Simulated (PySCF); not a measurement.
Level of theory: TPSSh-D3(BJ)/def2-TZVP run with PySCF. Gas-phase values, no solvent. One relaxed conformer stands for a flexible species; it need not be the lowest. Excitations are Tamm–Dancoff values on a coarser integration grid. The basis has no diffuse functions, so Rydberg states are missing or too high.

Reference species (SMILES): `C=[OH+]` (charge +1, multiplicity 1).

- brightest of the four lowest singlets (TDA): 10.82 eV
- T1 excitation (TDA): 5.37 eV
- S1 excitation (TDA): 6.25 eV
- S1 oscillator strength: 0.001

After one change: the brightest of the four lowest singlets (TDA) decreases by 2.68 eV; the T1 excitation (TDA) rises by 0.61 eV; the S1 excitation (TDA) rises by 0.95 eV; the S1 oscillator strength hardly moves.

Question: Which change was made? The new species is one of these.
(A) `[H]/[O+]=C/N(C)C` (C–N–C–O torsion 0°)
(B) `[H]/[O+]=C\B(O)O`
(C) `[H]/[O+]=C\OC` (C–O–C–O torsion 0°)
(D) `[H]/[O+]=C\S` (O–C–S–H torsion 0°)

Answer: C, `[H]/[O+]=C\OC` (C–O–C–O torsion 0°)
